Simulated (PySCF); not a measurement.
Calculation: PySCF with PBE-D3(BJ)/def2-TZVP // B3LYP-D3(BJ)/def2-TZVP. Gas-phase values, no solvent. One relaxed conformer stands for a flexible species; it need not be the lowest. 

Reference species (SMILES): `[Cl][Al]([Cl])[Cl]` (neutral, multiplicity 1).

```
Quantity         Result
-------------  --------
HOMO           -7.96 eV
HOMO–LUMO gap   5.78 eV
```

Changed species: `[OH][Al]([Cl])[Cl]` (H–O–Al–Cl torsion 180°) (1 of 3 Cl replaced by OH; the reference has 0 of 3 Cl replaced by OH).

Question: Predict the effect on the HOMO and HOMO–LUMO gap.

Answer: the HOMO goes up by 0.11 eV, to -7.85 eV; the HOMO–LUMO gap goes up by 0.20 eV, to 5.98 eV.
